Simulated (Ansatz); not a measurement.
Write a Python script for the Ansatz DFT code, driven from Python that makes a rigid torsion scan of C₄H₆O, SMILES C=C(C)C=O. Use (for the species named): PBE0, def2-SVP basis, multiplicity 1.

```yaml
atoms:
  - { symbol: C, position_ang: [0.5780, 0.3128, 1.3473] }
  - { symbol: C, position_ang: [0.1198, 0.0217, 0.1006] }
  - { symbol: C, position_ang: [-1.3397, -0.1172, -0.3207] }
  - { symbol: C, position_ang: [1.2284, -0.2110, -0.9442] }
  - { symbol: O, position_ang: [0.8698, -0.5371, -2.1086] }
  - { symbol: H, position_ang: [-0.1906, 0.5623, 2.1256] }
  - { symbol: H, position_ang: [1.6051, 0.4558, 1.6036] }
  - { symbol: H, position_ang: [-1.5106, 0.6011, -1.1175] }
  - { symbol: H, position_ang: [-1.5013, -1.1186, -0.6188] }
  - { symbol: H, position_ang: [-1.9866, 0.0832, 0.5499] }
  - { symbol: H, position_ang: [2.1930, -0.1101, -0.5966] }
```

`c4h6o.py`
```python
# -*- coding: utf-8 -*-
"""Rigid torsion scan of C4H6O."""

import ansatz as az
from ase import Atoms

BASIS = "def2-SVP"
FUNCTIONAL = "pbe0"
FORCE_TOL = 0.02

atoms = Atoms(["C", "C", "C", "C", "O", "H", "H", "H", "H", "H", "H"], positions=[
    (0.578, 0.3128, 1.3473),
    (0.1198, 0.0217, 0.1006),
    (-1.3397, -0.1172, -0.3207),
    (1.2284, -0.211, -0.9442),
    (0.8698, -0.5371, -2.1086),
    (-0.1906, 0.5623, 2.1256),
    (1.6051, 0.4558, 1.6036),
    (-1.5106, 0.6011, -1.1175),
    (-1.5013, -1.1186, -0.6188),
    (-1.9866, 0.0832, 0.5499),
    (2.193, -0.1101, -0.5966),
])

# relax first, so that the scan starts from a minimum
first = (
    az.Crystal.molecule_from_ase(atoms).calculation()
    .basis(gaussian=BASIS)
    .functional(FUNCTIONAL)
    .relax(force_tolerance=FORCE_TOL, max_steps=80)
)
atoms.positions = first.run(threads=1).report["positions_ang"]

start = atoms.get_dihedral(2, 1, 0, 5)
energies = {}
for turn in range(0, 360, 40):
    turned = atoms.copy()
    turned.set_dihedral(2, 1, 0, 5, start + turn, indices=[0, 5, 6])
    job = (
        az.Crystal.molecule_from_ase(turned).calculation()
        .basis(gaussian=BASIS)  # the orbital basis, by name
        .functional(FUNCTIONAL)
    )
    energies[round((start + turn) % 360)] = job.run(threads=1).report["free_energy_ev"]
floor = min(energies.values())
print("dihedral C2-C1-C0-H5 (deg)   E - E(min) (kJ/mol)")
for angle, e in sorted(energies.items()):
    print(f"{angle:8d} {96.485332 * (e - floor):14.3f}  " + "#" * int(30 * (e - floor) / max(max(energies.values()) - floor, 1e-9)))
```

```console
$ python c4h6o.py
dihedral C2-C1-C0-H5 (deg)   E - E(min) (kJ/mol)
       0          0.000
      40         79.205  #######
      80        301.535  ##############################
     120        174.022  #################
     160         20.090  #
     200         20.324  ##
     240        174.660  #################
     280        300.760  #############################
     320         78.755  #######
```

The scan is rigid and the energies are electronic, in a modest basis. With rigid groups the curve can differ much from the relaxed path, the start wasn't checked as a minimum of this torsion, and equivalent turns needn't return to the same energy. It ran for 79 s on 1 thread of Arm Neoverse V2, on a shared host, peak memory 0.28 GiB.

(A comment or docstring line of the script was reworded after the run, the code is as it ran; lines on the test bed's own set-up are left out of the output.)
